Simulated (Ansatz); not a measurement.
One stationary structure of HfN. Space group Fm-3m (No. 225), rock salt type. Calculation: r2SCAN (plane waves to 500 eV, PAW, scalar-relativistic; Ansatz, a quantum-chemistry and plane-wave program).

Space group Fm-3m (No. 225); a = b = c = 4.525 Å, α = β = γ = 90.00°

| atom | site | symmetry | x | y | z |
|---|---|---|---|---|---|
| Hf | 4b | m-3m | 0.5000 | 0.5000 | 0.5000 |
| N | 4a | m-3m | 0.0000 | 0.0000 | 0.0000 |
(The calculation used a cell of 2 atoms; values per cell refer to that cell.)

For HfN, the volume per atom is 11.58 Å³. The band gap is zero (metallic) and the shortest distances is Hf–N 2.26 Å; Hf–Hf 3.20 Å; N–N 3.20 Å. The k-mesh is 18×18×18.

Band energies at high-symmetry points (eV from the Fermi level; labels of this space group; no spin-orbit coupling), from −5 eV up to 1.7 eV:

```json
[
 {"point": "Γ", "energies": "-3.32 -3.32 -3.32 -0.35 -0.35 -0.35"},
 {"point": "X", "energies": "-4.06 -4.06 -3.88"},
 {"point": "U", "energies": "-0.87"},
 {"point": "K", "energies": "-0.87"},
 {"point": "L", "energies": "–"},
 {"point": "W", "energies": "1.14 1.14"}
]
```

No spin polarisation in the result. The relaxed primitive cell holds an odd number of electrons. A magnetic state may lie lower.

Measured for HfN: a 4.519 Å (0 K or low temperature; as listed in Guo-Xu Zhang et al., New Journal of Physics (2018)). Computed minus measured — a: r2SCAN +0.1 %. The computed values are for a static lattice.

The run could not lose the symmetry of its start; a randomly shaken copy of 4 atoms returns to this structure.
